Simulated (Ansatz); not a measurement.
**BH4O (doublet): from Hartree-Fock to the top rungs at distance O1–H3 along a hydrogen transfer = 1.579 Å, cc-pVDZ**

An exercise on one series of results from a longer session: the logs are not shown, and one member is left open.

Method: cc-pVDZ, core rule «outside noble gas», up to 2 orbitals frozen; program: Ansatz 0.2.0, Gaussian basis.

The runs, in order: UHF; CCSD(T) on ROHF; CCSD(T) on UHF; BCCD(T) on ROHF; CISD; CCSDT(Q) on ROHF; CCSDT(Q) on UHF; CASSCF and MRCISD+Q, 3 electrons in 3 orbitals; CASSCF and NEVPT2, 3 electrons in 3 orbitals.

6 further runs of the same task are left out: 1 for a mislabelled method, 4 that didn't finish, 1 set aside as unsound or not needed.

**The system**

The geometry derives from fragments relaxed apart (PBE0/def2-TZVP) and kept rigid, so it is no stationary point. A hydrogen atom is moved between rigid fragments.

6 atoms, charge 0, spin multiplicity 2.

Atoms are counted from 1 here; the program's logs count them from 0.

Bond lengths: O1–H2 0.960 Å, H3–B4 1.170 Å, B4–H5 1.191 Å, B4–H6 1.191 Å. Angles: H3–B4–H5 115.3°, H3–B4–H6 115.3°, H5–B4–H6 129.4°.

The first run:

The input, in.yaml:

```yaml
crystal:
  periodic: [false, false, false]
  atoms:
    - {symbol: O, position_ang: [-1.220004, -0.030281, 0.000000]}
    - {symbol: H, position_ang: [-1.469314, 0.896295, 0.000000]}
    - {symbol: H, position_ang: [0.358996, -0.030281, 0.000000]}
    - {symbol: B, position_ang: [1.528996, -0.030281, 0.000000]}
    - {symbol: H, position_ang: [2.038069, -0.030281, 1.077008]}
    - {symbol: H, position_ang: [2.038069, -0.030281, -1.077009]}
basis:
  gaussian: {orbitals: cc-pVDZ}
magnetization: {spin_polarized: true, initial_magnetization: 1}
hamiltonian: {xc: hf}
output: {orbitals: {seedname: orbitals}}
```

Run with:

```bash
ansatz run in.yaml --threads 1 --pin off --events-out ev --progress --plain --max-ram 2393MiB
```

Among the steps run: UHF; CCSD(T) on ROHF; CCSD(T) on UHF; BCCD(T) on ROHF; CISD; CCSDT(Q) on ROHF; CCSDT(Q) on UHF; CASSCF and MRCISD+Q, 3 electrons in 3 orbitals; CASSCF and NEVPT2, 3 electrons in 3 orbitals.

One of the session's tables, all rows but one given; the rest of the session is left out.

| method | from UCCSDT(Q) (meV) |
| --- | --- |
| ROHF | +8173.4 |
| UHF | +8033.5 |
| RMP2 | +1205.7 |
| UMP2 | +1204.0 |
| CISD | +750.5 |
| RCCSD | +150.8 |
| UCCSD | +148.6 |
| RCCSD(T) | +29.2 |
| UCCSD(T) | +28.9 |
| BCCD(T) | +29.4 |
| RCCSDT | +10.2 |
| UCCSDT | +9.6 |
| RCCSDT(Q) | +0.8 |
| UCCSDT(Q) | 0 |
| CASSCF pair | +7556.5 |
| NEVPT2 pair | ? |
| MRCISD pair | +660.0 |
| MRCISD+Q pair | +56.6 |

Estimate the missing values for NEVPT2 pair.

The run gave: from UCCSDT(Q) (meV): +1151.6. In the column «from UCCSDT(Q) (meV)» it lies between CISD (+750.5) and UMP2 (+1204.0).

Limits of these values: Restricted and unrestricted rows rest on different reference determinants; where their highest levels disagree by more than a few hundredths of an eV, they describe different states and don't form one ladder.
